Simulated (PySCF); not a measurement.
Species: 1,3,4-thiadiazole, C2H2N2S.
Geometry (PBE0-D3(BJ)/def2-TZVP, Å), atoms numbered from 1 in this order:
```
atom  x, y, z in Å
C1     0.6896    0.2174    0.0902
N2     0.2190   -0.8309    0.6875
N3    -1.1315   -0.8364    0.7383
C4    -1.6538    0.2079    0.1778
S5    -0.5092    1.3040   -0.4702
H6     1.7470    0.3956   -0.0453
H7    -2.7196    0.3773    0.1219
```

Level: wB97X-D/pcSseg-2 in PySCF, non-relativistic, on one gas-phase PBE0-D3(BJ)/def2-TZVP geometry that isn't relaxed in the solvent. The solvent is an IEF-PCM continuum (van der Waals radii × 1.2). Only the electrostatic response of the medium enters.

Gas phase at wB97X-D/pcSseg-2: HOMO -9.79 eV, LUMO 0.47 eV, dipole 3.46 D.

Question: What does the continuum do to the energy, the frontier levels and the dipole at wB97X-D/pcSseg-2 in chloroform?

Answer: 
| solvent | ε | E(solvent) − E(gas) (kJ/mol) | polarisation term (kJ/mol) | distortion of the solute (kJ/mol) | HOMO (eV) | LUMO (eV) | dipole (D) |
| --- | --- | --- | --- | --- | --- | --- | --- |
| chloroform | 4.711 | -22.64 | -27.20 | 4.56 | -9.93 | 0.59 | 4.47 |

Polarisation term: ½ Σ q·V over the induced surface charges. Distortion: the rise of the solute's own energy as its density leaves the gas-phase optimum.

Question: Which radius a makes the point-dipole formula ΔE = −[(ε − 1)/(2ε + 1)]·μ²/a³ give the value in chloroform, with the gas-phase dipole?

Answer: μ = 1.363 au and |ΔE| = 0.00862 Eh give a = 2.25 Å; the farthest nucleus lies 2.26 Å from the centroid of the nuclei. The formula assumes a rigid point dipole at the centre of a sphere.

Question: Give the dipole vector in the frame of the coordinates (D, pointing from negative to positive charge), gas and chloroform.

Answer: Gas (-0.07, 3.03, -1.68), solvent (-0.10, 3.91, -2.16). Its length changes by +29 % and its direction by less than 1°.

The pairwise dispersion term of wB97X-D wasn't added to the energies; at a given geometry it leaves orbitals and properties as they are.
